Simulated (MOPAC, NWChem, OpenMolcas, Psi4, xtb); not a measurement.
**A ladder of methods for SiH4O (silanol)**

SiH4O, singlet, SMILES `O[SiH3]`. Each level relaxes the structure for itself.

Quantity: the zero-point energy at each level's own minimum, in kJ/mol. The values are calculated.

```csv
level,kind,program,value (kJ/mol)
AM1,semi-empirical,MOPAC,95.7
MNDOD,semi-empirical,MOPAC,107.0
GFN0-xTB,semi-empirical,xtb,88.6
GFN1-xTB,semi-empirical,xtb,96.8
HF/3-21G,Hartree–Fock,OpenMolcas,105.3
HF/6-31G* (Cartesian functions),Hartree–Fock,OpenMolcas,108.5
HF/cc-pVTZ,Hartree–Fock,OpenMolcas,107.0
PBE-D3(BJ)/def2-SVP,GGA,NWChem,97.7
r2SCAN-D4/def2-SVP (density fitting),meta-GGA,Psi4,100.6
B3LYP/6-31G* (spherical functions),global hybrid,NWChem,101.2
```

Harmonic and unscaled. The values span 88.6 to 108.5 kJ/mol.
